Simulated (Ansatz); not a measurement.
**AlC+ (triplet): wave-function methods side by side, def2-TZVPP**

The task here is to estimate one member of a computed series from the others.

Computed with Ansatz 0.2.0, Gaussian basis. Level: def2-TZVPP, core rule «outside noble gas», up to 6 orbitals frozen.

The runs, in order: UHF; ROHF; CCSD(T) on UHF.

2 further runs of the same task are left out: 2 set aside as unsound or not needed.

**The system**

The geometry is a PBE0/def2-TZVP stationary point (not a proven minimum) of the parent state, kept for this charge and spin.

2 atoms, charge 1, spin multiplicity 3.

Atoms are counted from 1 here; the program's logs count them from 0.

Bond lengths: Al1–C2 1.956 Å.

As a file:

```csv
atom,x (Å),y (Å),z (Å)
Al1,0.0000,0.0000,0.0000
C2,0.0000,0.0000,1.9559
```

Set-up of the first run:

in.yaml

```yaml
crystal:
  periodic: [false, false, false]
  atoms:
    - {symbol: Al, position_ang: [0.000000, 0.000000, 0.000000]}
    - {symbol: C, position_ang: [0.000000, 0.000000, 1.955903]}
basis:
  gaussian: {orbitals: def2-TZVPP}
total_charge: 1
magnetization: {spin_polarized: true, initial_magnetization: 2}
hamiltonian: {xc: hf}
output: {orbitals: {seedname: orbitals}}
```

On the command line:

```sh
ansatz run in.yaml --threads 1 --pin off --events-out ev --progress --plain --max-ram 4096MiB --backend cpu
```

Steps of the session up to this table: UHF; ROHF; CCSD(T) on UHF.

One table of the session follows, with a row left open; its other results are not shown here.

```
  method  from UCCSD(T) (kJ/mol)
    ROHF                  +466.3
     UHF                  +349.0
    UMP2                   +94.5
   UCCSD                       ?
UCCSD(T)                       0
```

Estimate the missing values for UCCSD.

As computed: from UCCSD(T) (kJ/mol): +19.8. In the column «from UCCSD(T) (kJ/mol)» it lies between UCCSD(T) (0) and UMP2 (+94.5).

Limits of these values: The determinant is far from a pure spin state, so its energy mixes those of several spin states (harmless only where they are near-degenerate, as at dissociation).
